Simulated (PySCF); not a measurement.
How well do the runs reproduce experiment for C2H3Cl?

**Measured values to compare with.**

NIST CCCBDB Release 22 (SRD 101), experimental polarizabilities lists, for the gas: mean polarisability 6.41 Å³.

Wang, Chong, Molecules 2025, 30, 2887 (The role of exchange energy in modeling core-electron binding energies of strongly polar bonds) lists, for the gas: C 1s binding energy of C1 290.93 eV; C 1s binding energy of C2 292.29 eV.

The results are set against them at the end.

C2H3Cl.
Atom-mapped SMILES: `[CH2:1]=[CH:2][Cl:3]` (hydrogens: H4, H5 on C1; H6 on C2)

Geometry (GFN2-xTB, Å), atoms numbered from 1 in this order:
```
atom  x, y, z in Å
C1    -0.6126    0.0364   -0.4049
C2     0.4797    0.1305    0.3258
Cl3    1.4081   -1.2383    0.7998
H4    -1.1636    0.9188   -0.6782
H5    -0.9920   -0.9088   -0.7515
H6     0.8835    1.0633    0.6875
```

Runs made with PySCF (gas phase, on this GFN2-xTB geometry; non-relativistic but for the core-level run):

| level | job | basis functions | wall time |
| --- | --- | --- | --- |
| CAM-B3LYP/def2-SVPD | 8 singlets by full TDDFT, 3 Tamm–Dancoff triplets, polarisability | 91 | 4.2 s |
| delta-SCF UKS SCAN, pcX-2 on the ionised atom, pcseg-1 elsewhere, spin-free X2C | ΔSCF core ionisation, 4 holes | 103 | 8.3 s |

Hardware: an Arm Neoverse V1 with one thread, shared host.

## Comparison

**Mean polarisability.** Measured: 6.41 Å³ (NIST CCCBDB Release 22 (SRD 101), experimental polarizabilities).

```json
{"level": "CAM-B3LYP/def2-SVPD", "computed (Å³)": "5.88", "computed − measured (Å³)": "-0.53", "% (from the printed values)": "-8"}
```

The computed values are static and purely electronic, with core orbitals frozen in the response (1 au = 0.148185 Å³). The table of measured values doesn't say here whether a value is static or optical, or holds a vibrational part.

**Core binding energies.** PySCF 2.14.0, delta-SCF UKS SCAN, pcX-2 on the ionised atom, pcseg-1 elsewhere, spin-free X2C.

```
level and atom  computed (eV)  measured (eV)  computed − measured (eV)
      C 1s, C1         290.76         290.93                     -0.17
      C 1s, C2         292.32         292.29                     +0.03
```

Sources, in the order of the opening: Wang, Chong, Molecules 2025, 30, 2887 (The role of exchange energy in modeling core-electron binding energies of strongly polar bonds). Against the first value of each row the mean signed difference is -0.07 eV and the largest in size -0.17 eV. The computed values are vertical, without vibrational structure; measured positions hang on the energy calibration. 

No measured geometry was used, and the causes of the misses weren't examined.
